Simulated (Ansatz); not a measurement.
One starting cell of W (a generated cell, W placed in the AFLOW prototype A_cI16_220_c (as in Li)) was relaxed twice with Ansatz (plane waves, PAW, scalar-relativistic): with r2SCAN at 500 eV and with PBE at 420 eV. The r2SCAN result:

```
CELL_PARAMETERS angstrom
     -1.58492     1.58492     1.58492
      1.58492    -1.58492     1.58492
      1.58492     1.58492    -1.58492
ATOMIC_POSITIONS crystal
  W  0.00000 0.00000 0.00000
```

| quantity | r2SCAN | PBE |
|---|---|---|
| space group | Im-3m | Im-3m |
| volume (Å³/atom) | 15.93 | 16.13 |
| a (Å) | 3.170 | 3.184 |
| gap (eV, no spin-orbit coupling) | 0.00 | 0.00 |

Both levels end in the same structure; PBE's volume is 1.3 % larger. Neither column is exact.

No spin polarisation in the result.

Measured for W: a 3.16 Å (static lattice; corrected from measurement; as listed in Daniel Mejia-Rodriguez, S. B. Trickey, Phys. Rev. B (2018)). Computed minus measured — a: r2SCAN +0.3 %, PBE +0.7 %. The computed values are for a static lattice.

The run could not lose the symmetry of its start.

Ansatz is a quantum-chemistry and plane-wave program.
